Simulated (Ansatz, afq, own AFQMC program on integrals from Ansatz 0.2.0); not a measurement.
AFQMC on a folder of integrals that Ansatz 0.2.0 wrote.

```yaml
crystal:
  periodic: [false, false, false]
  atoms:
    - {symbol: Be, position_ang: [0.000000, 0.000000, 1.052730]}
    - {symbol: Be, position_ang: [0.000000, 0.000000, -1.052730]}
    - {symbol: H, position_ang: [0.000000, 0.000000, 2.400248]}
    - {symbol: H, position_ang: [0.000000, 0.000000, -2.400248]}
basis:
  gaussian: {orbitals: cc-pVDZ}
magnetization: {spin_polarized: false}
correlation: {method: ccsd_t, electrons: outside_noble_gas, hamiltonian_folder: ham}
```

```sh
$ ansatz run in.yaml --threads 1 --pin off --events-out ev --progress --plain --max-ram 1382MiB
```

Options of the walk:

```
--method phaseless --trial cisd --walkers 80 --populations 1 --least-time 40 --time-step 0.005 --steps-per-block 50 --equilibration-blocks 28 --max-blocks 300 --target-error 0.00029 --factor-cut 1e-05 --seed 339 --release-times 0.24,0.51,0.99,1.62,2.4 --release-step 0.03 --release-every 4 --taylor-order 6
```

Times are imaginary, in 1/Eh. The walk had a cap of 490 s.

Output of the walk:

```
orbitals 36  electrons 3 3  factors 270 of 344
reference energy -30.38205211 Eh
CCSD correlation -0.10665331 Eh in 10 cycles, weight of the determinant in the CISD state 0.9165
energy of the start -30.488705 Eh
 block  time / (1/Eh)  mean weight  energy / Eh
     1     0.250  1.0016  -30.487882
     2     0.500  1.0006  -30.487827
     3     0.750  0.9990  -30.488450
     4     1.000  0.9997  -30.488653
     5     1.250  0.9988  -30.488845
     8     2.000  1.0001  -30.489891
    13     3.250  1.0005  -30.490312
    25     6.250  0.9992  -30.491013
    37     9.250  1.0000  -30.491345
    49    12.250  0.9982  -30.490113
    57    14.250  1.0001  -30.488483
    61    15.250  0.9978  -30.490002
    73    18.250  1.0007  -30.489615
    85    21.250  1.0007  -30.489561
    97    24.250  0.9988  -30.491558
   109    27.250  0.9994  -30.490501
   121    30.250  0.9992  -30.490310
   133    33.250  1.0002  -30.490831
   145    36.250  1.0000  -30.489128
   157    39.250  0.9993  -30.492087
   169    42.250  0.9997  -30.491370
   181    45.250  1.0004  -30.492859
   185    46.250  0.9996  -30.490492
blocks merged  error / Eh  count
     1  0.000088  160
     2  0.000103  80
     4  0.000119  40
     8  0.000125  20
    16  0.000144  10
released: time / (1/Eh)  energy / Eh  error  mean overlap
  0.24  -30.490498  0.000152  1.0000
  0.51  -30.490575  0.000162  0.9944
  0.99  -30.490591  0.000153  0.9966
  1.62  -30.490880  0.000149  0.9858
  2.40  -30.490682  0.000179  0.9919
energy -30.490711 +/- 0.000125 Eh
(rows thinned)
```

The run passed its tests (sampling time, drift between the halves within three errors, error under three times the target), which doesn't prove that it has relaxed.

Against this walk (error 3.4 meV) on the same determinant: CCSD(T) 17.3 meV higher, CCSDT(Q) 3.5 meV higher (within the noise), full CI 3.0 meV higher (within the noise). The error is statistical and leaves out the bias of the constraint. Released to 2.40 1/Eh the energy moves by 1 ± 6 meV (both errors), within twice the noise.

Cautions: constraint bias not in the error.

The walk took 2 min on 1 thread of Arm Neoverse V1, on a shared host. The log's last line is the phaseless energy.

CCSDT and higher add their correlation energy to the determinant of the CCSD(T) run, since their own runs factorise the integrals more tightly (a shift of under 2 meV). A walk keeps the symmetry of its determinant, which the program's search chose and which needn't be the lowest solution, so a lower state of the same spin and another symmetry isn't excluded.
